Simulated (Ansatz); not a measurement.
HSiAs, quintet: reading a ladder of total energies

Geometry: that of the HSiAs, triplet, kept fixed. The triplet lies 1.6 eV lower here.

```
atom   x (Å)    y (Å)    z (Å)
  Si  0.0000  -0.1044   1.5718
  As  0.0000   0.0229  -0.6206
   H  0.0000   1.2046   2.3294
```

Basis cc-pVDZ; Ansatz 0.2.0. Correlated methods freeze the noble-gas cores and the filled d shells of p-block atoms, which leaves 10 electrons in 31 orbitals. Prefix R: restricted or restricted open-shell reference; prefix U: unrestricted. No spin–orbit coupling is included, and no scalar relativity.

Full CI isn't at hand for all of this; UCCSDTQ serves as the reference, and is uncertain by about the last step of the cluster series.

Runs differ by some tens of microhartree through their thresholds and, for an open shell, their frozen cores, so steps under 0.03 kcal/mol mean nothing.

```
    level  total energy (hartree)
      UHF            -2523.591934
     UMP2            -2523.718122
    UCCSD            -2523.750150
 UCCSD(T)            -2523.754390
   UCCSDT            -2523.755407
UCCSDT(Q)            -2523.755650
  UCCSDTQ            -2523.755673
```

Q: What is the correlation energy at UCCSDTQ, and what share of it do UMP2 and UCCSD(T) recover?

A: E(corr) = -2523.755673 − (-2523.591934) = -0.163739 hartree = -4.456 eV. UMP2: -0.126188 / -0.163739 = 77.07 %. UCCSD(T): -0.162456 / -0.163739 = 99.22 %.

Q: By how many kcal/mol does UCCSD(T) miss UCCSDTQ (1 hartree = 627.509 kcal/mol), and which steps make up the rest?

A: -2523.754390 − (-2523.755673) = 0.001283 hartree = 0.81 kcal/mol. Steps: UCCSDT − UCCSD(T) = -0.64, UCCSDT(Q) − UCCSDT = -0.15, UCCSDTQ − UCCSDT(Q) = -0.01 kcal/mol. Differences between like states or geometries often cancel part of this.
